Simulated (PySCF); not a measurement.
C₅H₈N (doublet state).
Structure used (GFN2-xTB), in Å, numbered top down from 1:
```xyz
14
C5H8N angstrom
C      2.0118   -0.2014    0.1281
C      0.7015   -0.2608   -0.5481
C     -0.5584    0.0932    0.1597
C     -1.8020   -0.5904   -0.4199
C     -0.6600    1.5336   -0.0022
N     -0.6653    2.6651   -0.1789
H      1.9355   -0.5184    1.1686
H      2.4146    0.8204    0.1310
H      2.7384   -0.8283   -0.3871
H      0.6714   -0.3138   -1.6235
H     -0.4731   -0.1197    1.2328
H     -1.7107   -1.6685   -0.3109
H     -2.6979   -0.2574    0.0997
H     -1.9064   -0.3540   -1.4765
```

The hyperfine couplings belong to this conformer and change with its torsions.

As a line formula: `C[CH][C@H](C)C#N` [radical].

Method used: UKS B3LYP, pcH-1 on C H N, non-relativistic, mean-field spin-orbit, GIAO (PySCF 2.14.0). One conformer (not necessarily the lowest) at the GFN2-xTB geometry, without solvent, vibrations or thermal averaging. A GFN2-xTB geometry isn't a minimum of the functional, and hyperfine couplings can be far from their values at a DFT geometry. No stability test was run, so a lower SCF solution isn't excluded.

What is the g tensor, term by term?

```tsv
Δg (ppm)	1	2	3
relativistic mass correction	-151	-151	-151
gauge correction	4	33	27
orbital Zeeman/spin–orbit	-76	568	776
total	-222	450	652
```

So g = 2.00210, 2.00277, 2.00297 and g_iso = 2.00261; the tensor is rhombic: the two nearest values differ by 23 % of g3 − g1. Axes: g3 points within 9° of the C2–H10 bond.

What effective moment and Curie constant follow for a powder?

With the mean of g² = 4.0105 and S(S+1) = 0.75: μ_eff = √(⟨g²⟩S(S+1)) = 1.734 μB and χT = 0.12505·⟨g²⟩·S(S+1) = 0.376 cm³ K/mol (cgs; spin-Hamiltonian part alone).

Average each term over the three axes. Which is largest in size?

The orbital-Zeeman/spin–orbit term 423, the mass correction -151 and the gauge correction 21 ppm, for a total of 293 ppm. The orbital-Zeeman/spin–orbit term is the largest in size. The mass correction is the same along every axis, so the anisotropy comes from the other two: their spans along these axes are 29 (gauge) and 852 ppm (orbital Zeeman/spin–orbit).

At 34.028 GHz, how far is the centre of the isotropic spectrum from where a free electron (g = 2.002319) resonates?

B = hν/(g μB) with μB/h = 13.99624 MHz/mT gives 1214.20 mT for the free electron and 1214.03 mT at g_iso, 0.18 mT lower.

In a frozen sample, at which fields do the three g values resonate at 9.5, 34, 94 and 263 GHz (hyperfine left aside), and which band first spreads them over more than twice a line width of 1.0 mT?

| band | GHz | B(g3) mT | B(g2) mT | B(g1) mT | spread mT |
| --- | --- | --- | --- | --- | --- |
| X | 9.5 | 338.87 | 338.91 | 339.02 | 0.15 |
| Q | 34.0 | 1212.81 | 1212.93 | 1213.34 | 0.53 |
| W | 94.0 | 3353.06 | 3353.40 | 3354.53 | 1.46 |
| J | 263.0 | 9381.44 | 9382.39 | 9385.54 | 4.10 |

The spread grows in proportion to the frequency. J band is the first where it exceeds 2.0 mT.

The Mulliken spin populations are largest on C2 (+1.01), C1 (-0.08), H8 (+0.07) and C3 (-0.07). No atom but C2 exceeds +0.15. The positive populations add up to 1.19 and the negative ones to -0.19, together 2S = 1. The angles at C2 add up to 358.2°, so it is nearly planar; its axial dipolar tensor and the negative coupling of its proton fit spin in a p orbital normal to that plane.

The HOMO–LUMO gaps are 6.40 eV among the α and 6.92 eV among the β orbitals.

Hardware: an Arm Neoverse V2 with one thread, shared host. Cost: 32 s wall (with the writing of density and orbital grids), 0.82 GiB resident at most.
